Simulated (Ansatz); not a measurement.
# C2H8O2: the cost of one run

Program: Ansatz 0.2.0. Level of theory: the levels named in each step. These are calculated values, not measurements.

## (1) The system as given

Bond lengths: C1–C2 1.523 Å, C2–O3 1.416 Å, C1–H5 1.089 Å, C1–H6 1.086 Å, C1–H7 1.087 Å, C2–H8 1.098 Å, C2–H9 1.092 Å, O3–H10 0.965 Å, O4–H11 0.970 Å, O4–H12 0.958 Å. Angles: C1–C2–O3 112.3°, C1–C2–H8 110.4°, C1–C2–H9 110.5°, O3–C2–H8 109.7°, O3–C2–H9 105.3°, H8–C2–H9 108.4°, C2–C1–H5 110.6°, C2–C1–H6 109.9°, C2–C1–H7 110.0°, H5–C1–H6 108.5°, H5–C1–H7 108.8°, H6–C1–H7 109.0°, C2–O3–H10 108.4°, H11–O4–H12 106.2°.

Coordinates:

```xyz
12

C    -0.0779    0.9154    1.4041
C    -0.1703    1.2899   -0.0689
O     0.5625    0.4042   -0.8960
O    -0.3543   -2.2089   -0.2615
H     0.9471    1.0106    1.7596
H    -0.7101    1.5726    1.9936
H    -0.4037   -0.1121    1.5472
H     0.1811    2.3186   -0.2249
H    -1.2032    1.2214   -0.4163
H     1.4760    0.3834   -0.5868
H    -0.1007   -1.3184   -0.5508
H    -0.5342   -2.7078   -1.0591
```

## (2) A rough first relaxation, PBE-D4/def2-SVP

This run stands in another session on the same molecule. It ended at:

```xyz
12

C    -0.1044    0.7720    1.3357
C    -0.1601    1.2109   -0.1214
O     0.7168    0.4522   -0.9629
O    -0.1859   -2.1199   -0.2023
H     0.8926    0.9801    1.7804
H    -0.8586    1.3093    1.9460
H    -0.2920   -0.3200    1.3883
H     0.0508    2.3019   -0.2255
H    -1.1763    1.0450   -0.5368
H     1.6193    0.5471   -0.6025
H     0.2096   -1.3167   -0.6186
H    -1.0996   -2.0931   -0.5401
```

## (3) Relaxation, HF/STO-3G

Input file input.yaml:

```yaml
crystal:
  periodic: [false, false, false]
  atoms:
    - { symbol: C, position_ang: [-0.1043714, 0.77195507, 1.33570787] }
    - { symbol: C, position_ang: [-0.16011239, 1.21087643, -0.12139915] }
    - { symbol: O, position_ang: [0.7168399, 0.45223419, -0.96286255] }
    - { symbol: O, position_ang: [-0.18591182, -2.11986021, -0.20232506] }
    - { symbol: H, position_ang: [0.89264554, 0.98006878, 1.78035633] }
    - { symbol: H, position_ang: [-0.85862906, 1.30928164, 1.94602437] }
    - { symbol: H, position_ang: [-0.29204781, -0.31995903, 1.388312] }
    - { symbol: H, position_ang: [0.05082908, 2.30193275, -0.22552212] }
    - { symbol: H, position_ang: [-1.1763431, 1.04499368, -0.53679952] }
    - { symbol: H, position_ang: [1.61933407, 0.54705328, -0.60251904] }
    - { symbol: H, position_ang: [0.20955957, -1.31665126, -0.61860779] }
    - { symbol: H, position_ang: [-1.09956255, -2.09311532, -0.54008532] }
basis:
  gaussian: { orbitals: STO-3G }
hamiltonian:
  xc: hf
relax:
  f_tol: 0.002
  max_steps: 150
```

Launch:

```bash
> ansatz run input.yaml --threads 4 --pin off --max-ram 10240MiB --backend cpu --events-out ev --progress --plain --runs-dir out
```

What time and memory should one allow on 4 threads of Intel Xeon Platinum 8488C (Sapphire Rapids), shared host?

About 7.5 s, with a peak of 0.098 GiB.
